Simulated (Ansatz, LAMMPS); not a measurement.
## fcc Ag, bulk modulus

Reference value: 110 GPa (measured, corrected for temperature and zero-point phonon effects, our sources range from 104 to 111; as tabulated in Levämäki et al. (2014), arXiv:1402.3671).

```json
[
 {"level (code)": "Lennard-Jones uff-vdw (LAMMPS)", "value (GPa)": "0.85", "cell (Å³/atom)": "20.25", "error (%)": "-99"},
 {"level (code)": "PBE (Ansatz)", "value (GPa)": "91.5", "cell (Å³/atom)": "17.83", "error (%)": "-16.8"},
 {"level (code)": "PBE-D3(BJ) (Ansatz)", "value (GPa)": "111", "cell (Å³/atom)": "16.89", "error (%)": "+0.9"},
 {"level (code)": "r²SCAN+rVV10 (Ansatz)", "value (GPa)": "113", "cell (Å³/atom)": "16.93", "error (%)": "+2.7"},
 {"level (code)": "HSE06 (Ansatz)", "value (GPa)": "86.5", "cell (Å³/atom)": "17.74", "error (%)": "-21"}
]
```

Leaving aside Lennard-Jones uff-vdw (doubt noted below): Once the reference is moved by up to 5.6 % (a margin picked here for doubts on the reference and the settings) and values within 1.7 % count as equal, the nearest can be PBE-D3(BJ) (+0.9 %) or r²SCAN+rVV10 (+2.7 %). Among them HSE06 (-21 %) misses by most. Within 10 %: PBE-D3(BJ), r²SCAN+rVV10.

Lennard-Jones uff-vdw: this is a force field's van der Waals term alone, without bonds or charges. Each level is taken at its own relaxed cell. Cutoffs and k meshes differ between the levels. Ansatz's density-functional and Hartree–Fock values are scalar-relativistic unless marked +SOC, with PAW data made under PBE.

Differences are worked out from the printed values.

Ansatz is a first-principles code.
